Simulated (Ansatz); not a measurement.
Basis-set extrapolation for C₅H₈O, SMILES `C#CCOCC` (PBE0-D4/def2-TZVP geometry, frozen core, the Gaussian-basis code of Ansatz). Multiplicity 1, RHF reference.

|  | def2-TZVPP | def2-QZVPP |
| --- | --- | --- |
| HF | -268.880037 | -268.892171 |
| MP2 correlation | -1.056643 | -1.127686 |
| CCSD(T) correlation | -1.145565 | not run |

Energies in hartree. Use E(X) = E(∞) + A·exp(−7.88·√X) for Hartree–Fock and E(X) = E(∞) + B·X^(−2.97) for correlation, with X = 3 and 4, and add CCSD(T) minus MP2 of the smaller set to the MP2 limit.

Q: What is the CCSD(T) energy at the basis-set limit?

A: HF limit: -268.892171 + (-0.012134) × 0.13774 = -268.89384. MP2 limit: -1.127686 + (-0.071043) × 0.74074 = -1.18031. Higher-order term: -1.145565 − (-1.056643) = -0.08892. Total: -270.16307 hartree, 3.74 eV below CCSD(T)/def2-TZVPP.
